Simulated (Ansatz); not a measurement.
System: 2H WSe2. Method: PBE-D3(BJ) (Ansatz, an electronic-structure program, plane waves, PAW).

Settings: plane-wave cutoff 500 eV, 12×12×4 k mesh (along the axes of the cell as run), gaussian smearing 0.02 eV, scalar-relativistic PAW data made under PBE.

Computed at the level's own relaxed cell.

### Question
Estimate the equilibrium volume per atom, lattice constant a and c axis length that the calculation returns.

### Answer

- equilibrium volume per atom = 19.84 Å³/atom
- lattice constant a = 3.279 Å
- c axis length = 12.786 Å

Measured, for comparison: lattice constant a 3.282 Å, lattice parameter c 12.96 Å (300 K, no zero-point or thermal correction; as tabulated in arXiv:1605.07067). Computed (rounded) less measured: lattice constant a -0.1 %, lattice parameter c -1.3 %. A static lattice is as a rule a little smaller and stiffer than an uncorrected measurement, which narrows the difference in the lattice parameter c and would widen misses of the other sign.

Spin–orbit coupling is not included.

The computed numbers hold no vibrational or temperature effects.

Computing time: about 4 core-minutes (a rough figure).
